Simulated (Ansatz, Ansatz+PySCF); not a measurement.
```json
{"atom": "S", "x (Å)": "0.0000", "y (Å)": "0.0000", "z (Å)": "-0.3416"}
{"atom": "O", "x (Å)": "0.0000", "y (Å)": "1.1504", "z (Å)": "0.3416"}
{"atom": "O", "x (Å)": "0.0000", "y (Å)": "-1.1504", "z (Å)": "0.3416"}
```

RHF on singlet SO₂ was run in several spherical basis sets with Ansatz (development build ahead of 0.2.0). Caution for RHF: no unrestricted run beside it, a lower state can exist.

Task: Rank the basis sets by the total energy that they give, lowest first, with the distance from the lowest.
A. cc-pVDZ
B. cc-pVTZ
C. def2-SVP
D. STO-3G
E. 6-31G
F. def2-TZVP
G. 6-31G(d)

Result: F (0.00 eV), B (0.57 eV), A (3.94 eV), G (4.09 eV), C (10.60 eV), E (13.14 eV), D (184.78 eV).

Totals follow the description of the cores as much as that of the bonds, so this order isn't one of quality for chemistry.
